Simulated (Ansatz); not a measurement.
# C3H3F3: a ladder of functionals and wavefunction methods

One table from this session's results is given with a row withheld; the runs are named, their logs left out.

Method: functionals in def2-TZVPP, the program's frozen cores in correlated methods; program: Ansatz 0.2.0, Gaussian basis.

Levels to be run: PBE-D4, r2SCAN-D4, PBE0-D4, B3LYP-D4, ωB97X-V, ωB97M-V, B2PLYP; CCSD(T)/def2-TZVPP; MP2/def2-QZVPP; extrapolation to the limit.

## The relaxed structure

The geometry comes from an earlier relaxation with PBE0-D4 in a triple-zeta def2 set; it is a stationary point, not always the lowest conformer.

9 atoms, charge 0, spin multiplicity 1.

Atoms are counted from 1 here; the program's logs count them from 0.

Bond lengths: C1–C2 1.318 Å, C1–H7 1.082 Å, C1–H8 1.081 Å, C2–F3 1.331 Å, C2–C4 1.494 Å, C4–F5 1.354 Å, C4–F6 1.354 Å, C4–H9 1.094 Å. Angles: C2–C1–H7 121.3°, C2–C1–H8 119.7°, H7–C1–H8 119.0°, C1–C2–F3 122.3°, C1–C2–C4 124.7°, F3–C2–C4 113.0°, C2–C4–F5 110.3°, C2–C4–F6 110.3°, C2–C4–H9 111.3°, F5–C4–F6 107.1°, F5–C4–H9 108.8°, F6–C4–H9 108.8°.

Set-up of the first run:

File in.yaml:

```yaml
crystal:
  periodic: [false, false, false]
  atoms:
    - {symbol: C, position_ang: [0.335922, -1.342588, 0.309400]}
    - {symbol: C, position_ang: [0.491720, -0.097632, -0.095384]}
    - {symbol: F, position_ang: [1.658214, 0.365528, -0.538420]}
    - {symbol: C, position_ang: [-0.589166, 0.933952, -0.111559]}
    - {symbol: F, position_ang: [-0.775842, 1.400282, -1.369180]}
    - {symbol: F, position_ang: [-0.241407, 1.992095, 0.658741]}
    - {symbol: H, position_ang: [1.159229, -2.043939, 0.297041]}
    - {symbol: H, position_ang: [-0.630521, -1.674836, 0.661476]}
    - {symbol: H, position_ang: [-1.534049, 0.524736, 0.256886]}
basis:
  gaussian: {orbitals: def2-TZVPP}
hamiltonian: {xc: pbe, dispersion: d4}
output: {forces: true, orbitals: {seedname: orbitals}}
```

Launch:

```sh
$ ansatz run in.yaml --threads 4 --pin off --events-out ev --progress --plain --max-ram 10444MiB
```

Among the steps run: PBE-D4 (GGA); r2SCAN-D4 (meta-GGA); PBE0-D4 (hybrid); B3LYP-D4 (hybrid); ωB97X-V (range-separated); ωB97M-V (range-separated); B2PLYP (double hybrid); CCSD(T) in def2-TZVPP; MP2 in def2-QZVPP.

One of the session's tables, all rows but one given; the rest of the session is left out.

| method | atomisation energy (kJ/mol) |
| --- | --- |
| PBE-D4 | 3885.9 |
| r2SCAN-D4 | 3750.6 |
| PBE0-D4 | 3759.2 |
| B3LYP-D4 | 3717.5 |
| ωB97X-V | 3732.8 |
| ωB97M-V | 3739.7 |
| B2PLYP | 3690.0 |
| HF/def2-TZVPP | 2627.0 |
| MP2/def2-TZVPP | 3748.8 |
| CCSD/def2-TZVPP | ? |
| CCSD(T)/def2-TZVPP | 3622.2 |
| MP2/CBS | 3846.1 |
| CCSD(T)/CBS | 3719.5 |

Q: Estimate the row for CCSD/def2-TZVPP from the others.

**Answer.** atomisation energy (kJ/mol): 3548.9. In the column «atomisation energy (kJ/mol)» it lies between HF/def2-TZVPP (2627.0) and CCSD(T)/def2-TZVPP (3622.2).

Limits of these values: Free atoms (3 C, 3 F, 3 H) were run apart at each level; the atomisation energy is their sum less the molecule, without zero-point or spin-orbit terms.
